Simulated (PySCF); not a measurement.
## Unknown: peak-picked proton spectrum

Formula C$_{4}$H$_{6}$. The spectrum was simulated from the full spin Hamiltonian at 400 MHz with 0.6 Hz Lorentzian lines, from shifts rounded to 0.01 ppm and J to 0.1 Hz, couplings under 1 Hz left out.

Maxima in Hz from TMS (height), grouped by integral:
1H: 2665.0 (2), 2663.2 (8), 2662.8 (7), 2660.9 (15), 2659.1 (15), 2657.2 (7), 2656.9 (8), 2655.0 (2)
3H: 880.9 (100), 879.1 (100)
2H: 417.2 (66), 414.9 (66)

Non-relativistic Hamiltonian, equivalent nuclei averaged, single conformer, isolated molecule. PBE0-D3(BJ)/def2-SVP geometry; B3LYP/pcJ-1 coupling constants (without the spin–dipole term); GIAO PBE0/pcSseg-1 shieldings; PySCF 2.14.0 with density-fitted response routines.

δ = σ(ref) − σ, references computed at the same level: TMS for ¹H (σref 31.27).

Problem. Analyse the multiplets.

Solution. ¹H NMR (400 MHz, computed): δ 6.65 (sext, J = 2.0 Hz, 1H), 2.20 (d, J = 1.8 Hz, 3H), 1.04 (d, J = 2.3 Hz, 2H). These are first-order names from the parameters used; overlap and second-order distortion can hide them in the list.

Problem. What is the compound?

Solution. `CC1=CC1`.

Mapped SMILES: `[CH3:1][C:2]1=[CH:3][CH2:4]1`. Each H is labelled by its parent atom.

- δ 6.65: H(C3), hydrogen on an alkene CH, coupled to H(C4) and H(C1) (2.0 Hz).
- δ 2.20: H(C1), hydrogen on an allylic methyl carbon, coupled to H(C3) (1.8 Hz).
- δ 1.04: H(C4), hydrogen on a three-membered-ring carbon, coupled to H(C3) (2.3 Hz).

Splittings below 1 Hz are ignored in the labels, and close J values are merged. Unscaled 3J(H,H) at this level run about 10 % above measured values.
